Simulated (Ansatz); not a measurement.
# BH₄ (doublet): wave-function methods side by side at distance B1–H5 = 3.318 Å, cc-pVDZ

How much of the correlation energy of BH₄ (doublet) does each wave-function method recover here?

Method: cc-pVDZ, core rule «outside noble gas», up to 1 orbitals frozen; program: Ansatz 0.2.0, Gaussian basis.

To be run: UHF; CCSD(T) on ROHF; CCSD(T) on UHF; BCCD(T) on ROHF; CISD; CCSDT(Q) on ROHF; CCSDT(Q) on UHF; CISDTQ; CCSDTQ on ROHF; CCSDTQ on UHF; CASSCF and MRCISD+Q, 3 electrons in 3 orbitals; CASSCF and NEVPT2, 3 electrons in 3 orbitals; Full CI.

6 further runs of the same task are left out: 6 for a known fault of the program.

### 1 What is computed

The geometry derives from a PBE0/def2-TZVP stationary point (not a proven minimum). One bond is set to the value named and the two fragments are kept rigid.

5 atoms, charge 0, spin multiplicity 2.

Atoms are counted from 1 here; the program's logs count them from 0.

Bond lengths: B1–H2 1.220 Å, B1–H3 1.220 Å, B1–H4 1.220 Å. Angles: H2–B1–H3 96.8°, H2–B1–H4 96.8°, H3–B1–H4 139.9°.

### 2 UHF

in.yaml reads:

```yaml
crystal:
  periodic: [false, false, false]
  atoms:
    - {symbol: B, position_ang: [-0.049311, 0.094950, 0.094042]}
    - {symbol: H, position_ang: [0.365374, 0.907445, 0.904695]}
    - {symbol: H, position_ang: [-0.473638, -0.712744, 0.904503]}
    - {symbol: H, position_ang: [-0.462123, 0.903596, -0.721401]}
    - {symbol: H, position_ang: [1.099289, -2.116715, -2.096478]}
basis:
  gaussian: {orbitals: cc-pVDZ}
magnetization: {spin_polarized: true, initial_magnetization: 1}
hamiltonian: {xc: hf}
output: {orbitals: {seedname: orbitals}}
```

Launch:

```sh
> ansatz run in.yaml --threads 1 --pin off --events-out ev --progress --plain --max-ram 3840MiB --backend cpu
```

After this run come: CCSD(T) on ROHF; CCSD(T) on UHF; BCCD(T) on ROHF; CISD; CCSDT(Q) on ROHF; CCSDT(Q) on UHF; CISDTQ; CCSDTQ on ROHF; CCSDTQ on UHF; CASSCF and MRCISD+Q, 3 electrons in 3 orbitals; CASSCF and NEVPT2, 3 electrons in 3 orbitals; Full CI.

Q: Predict the results of all the runs planned. Wanted: FCI below the RHF energy; RMP2 from FCI; UMP2 from FCI; RCCSD from FCI; RCCSD(T) from FCI; UCCSD(T) from FCI; RCCSDT(Q) from FCI; UCCSDT(Q) from FCI; NEVPT2 pair from FCI.

The runs gave:

| quantity | value |
| --- | --- |
| FCI below the RHF energy | -3.3473 eV |
| RMP2 from FCI | +741.8 meV |
| UMP2 from FCI | +741.8 meV |
| RCCSD from FCI | +62.3 meV |
| RCCSD(T) from FCI | +12.8 meV |
| UCCSD(T) from FCI | +12.8 meV |
| RCCSDT(Q) from FCI | +0.2 meV |
| UCCSDT(Q) from FCI | +0.2 meV |
| NEVPT2 pair from FCI | +731.4 meV |
| MRCISD+Q pair from FCI | -18.9 meV |
| levels within 1 kcal/mol (43 meV) | RCCSD(T), UCCSD(T), BCCD(T), RCCSDT, UCCSDT, CISDTQ, RCCSDT(Q), UCCSDT(Q), RCCSDTQ, UCCSDTQ, MRCISD+Q pair |
| T1 diagnostic | 0.007 |
| effectively unpaired electrons | 1.03 |

RCCSD(T) misses by +12.8 meV, 0.4 % of the correlation energy. MRCISD+Q pair falls below full CI: the +Q correction isn't variational, and the cores differ from full CI's. One determinant dominates. Of the multireference levels listed MRCISD+Q pair comes nearest in total energy (-18.9 meV), which doesn't show that its space is the better one. These misses are within one basis, not against nature; the frozen cores of restricted and unrestricted runs differ, which can shift their rows.
